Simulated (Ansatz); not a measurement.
# NH₂Cl (triplet): wave-function methods side by side at distance Cl1–H2 along a hydrogen transfer = 1.279 Å, cc-pVTZ

How much of the correlation energy of NH₂Cl (triplet) does each wave-function method recover here?

The runs use Ansatz 0.2.0, Gaussian basis; cc-pVTZ, correlated electrons: outside noble gas.

To be run: UHF; CCSD(T) on ROHF; CCSD(T) on UHF; BCCD(T) on ROHF; CCSDT(Q) on ROHF; CCSDT(Q) on UHF; CASSCF and NEVPT2, 4 electrons in 4 orbitals; CASSCF and NEVPT2, 14 electrons in 10 orbitals.

**1. The geometry**

The geometry derives from fragments relaxed apart (PBE0/def2-TZVP) and kept rigid, so it is no stationary point. A hydrogen atom is moved between rigid fragments.

4 atoms, charge 0, spin multiplicity 3.

Atoms are counted from 1 here; the program's logs count them from 0.

Bond lengths: Cl1–H2 1.279 Å, N3–H4 1.040 Å.

In the tables R marks a restricted open-shell determinant and U an unrestricted one; 'pair' is the active space of 4 electrons in 4 orbitals; 'valence' is the active space of 14 electrons in 10 orbitals; correlation energies count from the lowest restricted Hartree-Fock solution.

**2. UHF**

Contents of in.yaml:

```yaml
crystal:
  periodic: [false, false, false]
  atoms:
    - {symbol: Cl, position_ang: [-1.873470, 0.251057, 0.000000]}
    - {symbol: H, position_ang: [-0.594670, 0.251057, 0.000000]}
    - {symbol: N, position_ang: [1.099530, 0.251057, 0.000000]}
    - {symbol: H, position_ang: [1.368611, -0.753170, 0.000000]}
basis:
  gaussian: {orbitals: cc-pVTZ}
magnetization: {spin_polarized: true, initial_magnetization: 2}
hamiltonian: {xc: hf}
output: {orbitals: {seedname: orbitals}}
```

Command:

```bash
$ ansatz run in.yaml --threads 1 --pin off --events-out ev --progress --plain --max-ram 4096MiB --backend cpu
```

The runs that follow: CCSD(T) on ROHF; CCSD(T) on UHF; BCCD(T) on ROHF; CCSDT(Q) on ROHF; CCSDT(Q) on UHF; CASSCF and NEVPT2, 4 electrons in 4 orbitals; CASSCF and NEVPT2, 14 electrons in 10 orbitals.

Before running them: what should the planned runs give, taken together? Wanted: correlation energy, UCCSDT(Q); RMP2 from UCCSDT(Q); UMP2 from UCCSDT(Q); RCCSD from UCCSDT(Q); RCCSD(T) from UCCSDT(Q); UCCSD(T) from UCCSDT(Q); RCCSDT(Q) from UCCSDT(Q); NEVPT2 pair from UCCSDT(Q); NEVPT2 valence from UCCSDT(Q).

The runs gave:

```
                                      quantity                                                   value
                 correlation energy, UCCSDT(Q)                                             -11.0487 eV
                           RMP2 from UCCSDT(Q)                                             +1390.4 meV
                           UMP2 from UCCSDT(Q)                                             +1403.1 meV
                          RCCSD from UCCSDT(Q)                                              +385.0 meV
                       RCCSD(T) from UCCSDT(Q)                                               +41.5 meV
                       UCCSD(T) from UCCSDT(Q)                                               +39.6 meV
                      RCCSDT(Q) from UCCSDT(Q)                                                +2.5 meV
                    NEVPT2 pair from UCCSDT(Q)                                             +1388.3 meV
                 NEVPT2 valence from UCCSDT(Q)                                             +1995.2 meV
levels of the table within 1 kcal/mol (43 meV)  RCCSD(T), UCCSD(T), BCCD(T), RCCSDT, UCCSDT, RCCSDT(Q)
                                 T1 diagnostic                                                   0.015
                effectively unpaired electrons                                                    2.01
```

What this shows: RCCSD(T) lands +41.5 meV from the yardstick (0.4 % of the correlation energy). One determinant dominates. Of the multireference levels listed NEVPT2 pair comes nearest in total energy (+1388.3 meV), which doesn't show that its space is the better one. These misses are within one basis, not against nature; the frozen cores of restricted and unrestricted runs differ, which can shift their rows.
